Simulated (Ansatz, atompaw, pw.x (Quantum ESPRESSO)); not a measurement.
**pw.x on fcc W: one setting changed**

Potential: PAW, atompaw 4.2.0.5, PBEsol; core [Kr] 4d10 4f14, reference 5s2 5p6 5d4 6s2 6p0; waves: 5s (bound): rc 1.55 bohr; 6s (bound): rc 2.25 bohr; 5p (bound): rc 1.35 bohr; 6p (bound, empty): rc 2.25 bohr; 5d (bound): rc 2.00 bohr; 5d channel at 1.45 Ry: rc 2.00 bohr; local part: ultrasoft scheme with l = 3 at 0.5 Ry, radius 1.65 bohr; core correction: smooth core density matched at 1.90 bohr; augmentation: sinc compensation charge, radius 1.65 bohr; PAW radius 2.25 bohr; waves and projectors: custom polynom vanderbiltortho.

The reference run (k-mesh 14³, cutoffs 70/700 Ry, Fermi–Dirac 0.01 Ry, mixing_beta 0.4, conv_thr 1e-9, no spin) gives -0.89 GPa at 15.995 Å³/atom, where all-electron LAPW gives 0.14 GPa. This run, with its own iteration cap, changes conv_thr to 0.0001.

```
&control
  calculation='scf', prefix='x', pseudo_dir='./', outdir='./tmp', tstress=.true., disk_io='none'
/
&system
  ibrav=0, nat=1, ntyp=1, ecutwfc=70, ecutrho=700, nbnd=15,
  occupations='smearing', smearing='fd', degauss=0.01
/
&electrons
  conv_thr=0.0001, mixing_beta=0.4, electron_maxstep=50
/
ATOMIC_SPECIES
W 1.0 W.UPF
CELL_PARAMETERS angstrom
  0.00000000 1.99979164 1.99979164
  1.99979164 0.00000000 1.99979164
  1.99979164 1.99979164 0.00000000
ATOMIC_POSITIONS crystal
W 0.0000 0.0000 0.0000
K_POINTS automatic
14 14 14 0 0 0
```

```bash
pw.x < W.scf.in > W.scf.out
```

How does the run end?

It converges in 4 iterations; the free energy moves by +0.0 meV/atom and the pressure by -2.38 GPa.

```
Message from routine setup:
     using ibrav=0 with symmetry is DISCOURAGED, use correct ibrav instead
     lattice parameter (alat)  =       5.3444  a.u.
     unit-cell volume          =     107.9396 (a.u.)^3
     number of electrons       =        14.00
     number of Kohn-Sham states=           15
     kinetic-energy cutoff     =      70.0000  Ry
     charge density cutoff     =     700.0000  Ry
     scf convergence threshold =      1.0E-04
     Exchange-correlation= SLA PW PSX PSC
     number of k points=   104  Fermi-Dirac smearing, width (Ry)=  0.0100
     iteration #  1     ecut=    70.00 Ry     beta= 0.40
     total energy              =    -750.78421616 Ry
     estimated scf accuracy    <       0.03701539 Ry
     iteration #  2     ecut=    70.00 Ry     beta= 0.40
     total energy              =    -750.78486676 Ry
     estimated scf accuracy    <       0.00520087 Ry
     iteration #  3     ecut=    70.00 Ry     beta= 0.40
     total energy              =    -750.78540797 Ry
     estimated scf accuracy    <       0.00039637 Ry
     iteration #  4     ecut=    70.00 Ry     beta= 0.40
     the Fermi energy is    21.3852 ev
!    total energy              =    -750.78543075 Ry
     estimated scf accuracy    <       0.00000422 Ry
     smearing contrib. (-TS)   =      -0.00511129 Ry
     The total energy is F=E-TS. E is the sum of the following terms:
     one-electron contribution =     -11.15626569 Ry
     hartree contribution      =      17.58360340 Ry
     xc contribution           =     -16.44053694 Ry
     ewald contribution        =    -118.89640834 Ry
     one-center paw contrib.   =    -621.87071188 Ry
     convergence has been achieved in   4 iterations
          total   stress  (Ry/bohr**3)                   (kbar)     P=      -32.66
     Message from routine punch:
     Nothing written, as per user request (disk_io='none')
```

The run took about 11 s on one core of a shared host (AMD EPYC 9R45 96-Core Processor, 96 threads, 376 GiB, load 46).
